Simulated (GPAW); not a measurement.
**Two attempts at AlSiPH4 (SMILES [AlH]1[SiH2][PH]1)**

Wanted: the charge distribution of AlSiPH4, PBE/real-space grid (scalar-relativistic datasets).

Program for the calculation: GPAW 26.7.0.

2 further runs of the same task are left out: 1 that didn't finish, 1 set aside as unsound or not needed.

## Step 1: Starting point

AlSiPH4: 7 atoms, total charge 0, spin state singlet. SMILES: `[AlH]1[SiH2][PH]1`. Geometry: a GFN2-xTB relaxation, a rough one for these elements and not checked as a minimum.

Bond lengths: Al1–Si2 2.402 Å, Al1–P3 2.275 Å, Al1–H4 1.578 Å, Si2–H5 1.482 Å, Si2–H6 1.482 Å, P3–H7 1.404 Å. Angles: Si2–Al1–P3 66.5°, Al1–Si2–H5 131.5°, Al1–Si2–H6 123.6°, Si2–Al1–H4 144.1°, P3–Al1–H4 149.4°, Al1–P3–H7 85.5°, H5–Si2–H6 102.2°. A long bond or contact: Si2–P3 2.566 Å.

## Step 2: The input as first written

File run.xyz:

```xyz
7

Al    -1.155090    -0.693600    -0.564600
Si     0.155030     1.139220     0.268220
P      0.595220    -1.345760     0.734540
H     -2.397310    -1.072840    -1.460610
H      1.477210     1.668970    -0.142820
H      0.003060     1.702360     1.630870
H      1.321870    -1.398350    -0.465600
```

File sp.py:

```python
import numpy as np
from ase.io import read
from ase.units import Debye
from gpaw import GPAW

mol = read("run.xyz")
mol.center(vacuum=4.5)

calc = GPAW(mode="fd", h=0.6, xc="PBE", maxiter=66, txt="-")
mol.calc = calc

energy = mol.get_potential_energy()
print(f"Energy = {energy:.5f} eV")
forces = mol.get_forces()
print("Forces (eV/Ang)")
for symbol, f in zip(mol.symbols, forces):
    print(f'{symbol:2} {f[0]:9.4f} {f[1]:9.4f} {f[2]:9.4f}')
dipole = mol.get_dipole_moment() / Debye
print(f"Dipole: {np.linalg.norm(dipole):.3f} D")
homo, lumo = calc.get_homo_lumo()
print(f"HOMO: {homo:.3f} eV")
print(f"LUMO = {lumo:.3f} eV")
print(f"Gap                     {lumo - homo:.3f} eV")
```

Command:

```bash
python sp.py > sp.log
```

What it wrote:

```text
[...]
Number of symmetries: 1
[...]
  Number of IBZ points: 1
[...]
Spin-components: 1 (collinear spins)
Bands:           14
[...]
  Valence electrons: 16.0
[...]
  Grid points: [20 20 20]
  Charge: 0.0  # |e|
[...]
    cutoffs:
[...]
occupation numbers:
  # Zero width
[...]
xc functional:
  name: PBE with 2 nearest neighbor stencil
[...]
|iter     |     time |      energy | eigst |  dens |
[...]
|iter:   1| 00:00:01 |   11.465836 | +1.07 |       |
[...]
|iter:  25| 00:00:04 |   12.597407c| -7.58c| -4.98c|
Converged in 25 steps
[...]
Energy contributions relative to reference atoms: (reference = -23842.641823)
Energy contributions:
  Kinetic:          49.423361
  Coulomb:          17.582728
  Zero:            -24.375315
  External:          0.000000
  Xc:              -30.033367
  Entropy:           0.000000
  Spinorbit:         0.000000
  ----------------------------
  Free energy:      12.597407
  Extrapolated:     12.597407
dipole moment: (0.596111, 0.306112, 0.266631)  # |e|*Ang
Fermi level: -4.914
Eigenvalues  # (at kpt = [0.000, 0.000, 0.000])
| band index |      eig [eV] | occ [0-2] |
|------------|---------------|-----------|
|          0 |       -15.285 |     2.000 |
|          1 |       -12.336 |     2.000 |
|          2 |        -9.793 |     2.000 |
|          3 |        -8.047 |     2.000 |
|          4 |        -7.567 |     2.000 |
|          5 |        -6.653 |     2.000 |
|          6 |        -6.168 |     2.000 |
|          7 |        -5.362 |     2.000 |
|          8 |        -4.466 |     0.000 |
|          9 |        -3.185 |     0.000 |
|         10 |        -2.771 |     0.000 |
|         11 |        -2.110 |     0.000 |
[...]
Gap: 0.896 eV
Transition (v -> c):
[...]
Forces (eV/Ang)
Al    2.2588    5.1612   -4.7344
Si   -4.0038   -5.5174    1.2635
P   100.3776   21.8416   53.7683
H     6.6220   13.4798 -791.9138
H     7.1529    8.6312  142.3302
H   100.8213   38.7860   38.5555
H   -19.5461 -125.7319   37.0518
Dipole: 3.464 D
HOMO: -5.362 eV
LUMO = -4.466 eV
Gap                     0.896 eV
```

Run time: 3.8 s. Hardware: 1 thread of Arm Neoverse V1, shared host; peak memory 0.12 GiB.

## Step 3: Reading the log

It ran to the end. The result can't be trusted all the same.

What is wrong: the grid is far too coarse. To mend it: grid spacing 0.2 in place of 0.6.

## Step 4: The mended input

File AlH4PSi.xyz:

```xyz
7

Al    -1.155090    -0.693600    -0.564600
Si     0.155030     1.139220     0.268220
P      0.595220    -1.345760     0.734540
H     -2.397310    -1.072840    -1.460610
H      1.477210     1.668970    -0.142820
H      0.003060     1.702360     1.630870
H      1.321870    -1.398350    -0.465600
```

File sp.py:

```python
import numpy as np
from ase.io import read
from ase.units import Debye
from gpaw import GPAW

# Atomic positions
molecule = read('AlH4PSi.xyz')
molecule.center(vacuum=4.5)

# DFT calculator
calc = GPAW(mode='fd', h=0.2, xc='PBE', maxiter=100, txt='-')
molecule.calc = calc

energy = molecule.get_potential_energy()
print(f'Energy                  {energy:.5f} eV')
forces = molecule.get_forces()
print('Forces (eV/Ang)')
for symbol, f in zip(molecule.symbols, forces):
    print(f'{symbol:2} {f[0]:9.4f} {f[1]:9.4f} {f[2]:9.4f}')
dipole = molecule.get_dipole_moment() / Debye
print(f'Dipole: {np.linalg.norm(dipole):.3f} D')
homo, lumo = calc.get_homo_lumo()
print(f'HOMO = {homo:.3f} eV')
print(f'LUMO                    {lumo:.3f} eV')
print(f'Gap = {lumo - homo:.3f} eV')
```

Command:

```bash
python sp.py > sp.log
```

What it wrote:

```text
[...]
Number of symmetries: 1
[...]
  Number of IBZ points: 1
[...]
Spin-components: 1 (collinear spins)
Bands:           14
[...]
  Valence electrons: 16.0
[...]
  Grid points: [64 60 60]
  Charge: 0.0  # |e|
[...]
    cutoffs:
[...]
occupation numbers:
  # Zero width
[...]
xc functional:
  name: PBE with 2 nearest neighbor stencil
[...]
|iter     |     time |      energy | eigst |  dens |
[...]
|iter:   1| 00:00:02 |  -27.309224 | +0.98 |       |
[...]
|iter:  14| 00:00:16 |  -25.471095c| -7.51c| -5.54c|
Converged in 14 steps
[...]
Energy contributions relative to reference atoms: (reference = -23842.641823)
Energy contributions:
  Kinetic:          30.308923
  Coulomb:         -31.327605
  Zero:             -0.073908
  External:          0.000000
  Xc:              -24.378505
  Entropy:           0.000000
  Spinorbit:         0.000000
  ----------------------------
  Free energy:     -25.471095
  Extrapolated:    -25.471095
dipole moment: (-0.271829, -0.001118, -0.269521)  # |e|*Ang
Fermi level: -4.222
Eigenvalues  # (at kpt = [0.000, 0.000, 0.000])
| band index |      eig [eV] | occ [0-2] |
|------------|---------------|-----------|
|          0 |       -15.402 |     2.000 |
|          1 |       -12.448 |     2.000 |
|          2 |       -10.049 |     2.000 |
|          3 |        -8.826 |     2.000 |
|          4 |        -8.118 |     2.000 |
|          5 |        -7.651 |     2.000 |
|          6 |        -6.120 |     2.000 |
|          7 |        -5.412 |     2.000 |
|          8 |        -3.032 |     0.000 |
|          9 |        -1.870 |     0.000 |
|         10 |        -1.320 |     0.000 |
|         11 |        -0.886 |     0.000 |
[...]
Gap: 2.380 eV
Transition (v -> c):
[...]
Forces (eV/Ang)
Al    0.1179    0.2228   -0.1425
Si    0.1679   -0.9005    0.2470
P    -0.3846    0.6219    0.8170
H    -0.1350   -0.0382   -0.0662
H     0.1809    0.0728   -0.4249
H    -0.2886    0.0627    0.3097
H     0.3301   -0.0491   -0.7576
Dipole: 1.839 D
HOMO = -5.412 eV
LUMO                    -3.032 eV
Gap = 2.380 eV
```

Wall time 17 s (1 thread of Arm Neoverse V1, shared host); peak memory 0.58 GiB.

## Step 5: Results

At PBE/real-space grid (scalar-relativistic datasets):

| quantity | value |
| --- | --- |
| energy as printed (from the program's reference atoms) | -25.4711 eV |
| dipole moment | 1.84 D |
| HOMO energy | -5.41 eV |
| LUMO energy | -3.03 eV |
| HOMO–LUMO gap | 2.38 eV |

**Reading.** The first attempt's energy was +38.069 eV off this one.
